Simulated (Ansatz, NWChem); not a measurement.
# PF3 (phosphorus trifluoride): from total energies to a heat of formation

The species is PF3 (4 atoms), meant as a singlet with charge 0. As SMILES, `FP(F)F`. The coordinates come from a PBE0-D4/def2-TZVP relaxation.

Total energies at HF/6-311+G** (NWChem 7.3.0); the atoms run unrestricted:

| species | state | energy (Eh) |
| --- | --- | --- |
| PF3 | singlet | -639.229960 |
| F | doublet | -99.399893 |
| P | quartet | -340.709174 |

Harmonic wavenumbers at PBE0-D4/def2-TZVP, in cm⁻¹: 342, 342, 482, 867, 867, 899.

Measured heats of formation of the gaseous atoms at 298.15 K, in kJ/mol: F 79.4, P 316.4. Spin-orbit lowering of the atoms at 298 K (mean of the ground term's levels less their thermal mean, from spectra), in kJ/mol: F 1.29. Take 1 Eh = 2625.50 kJ/mol, 1 cm⁻¹ = 0.0119627 kJ/mol, RT = 2.479 kJ/mol.

Q: Work out the heat of formation of the gas at 298 K.

A: 
1. Electronic atomisation energy: 3 × (-99.399893) + (-340.709174) − (-639.229960) = 0.321107 Eh = 843.1 kJ/mol.
2. Zero-point energy: half the sum of the wavenumbers, 1899.5 cm⁻¹ = 22.7 kJ/mol.
3. Thermal vibrational enthalpy, Σ hcν̃/(exp(hcν̃/kT) − 1): 3.0 kJ/mol. Translation, rotation and pV of a non-linear molecule: 4 RT = 9.9 kJ/mol.
4. The 4 free atoms carry 5/2 RT each: 24.8 kJ/mol.
5. Spin-orbit coupling lowers the free atoms by 3 × 1.29 = 3.9 kJ/mol.
6. Atomisation enthalpy at 298 K: 843.1 − 3.9 − 22.7 − 3.0 − 9.9 + 24.8 = 828.4 kJ/mol.
7. Sum of the atoms' heats of formation: 554.6 kJ/mol. Heat of formation: 554.6 − 828.4 = -273.8 kJ/mol.

The tabulated value is -958.4 kJ/mol (NIST-JANAF tables), so this level is off by +684.6 kJ/mol, or 45.3 % of the atomisation enthalpy. Hartree–Fock leaves out correlation, which is larger in the molecule than in the atoms, so it underbinds and puts the heat of formation too high. Anharmonicity and any spin-orbit splitting of the molecule are left out.
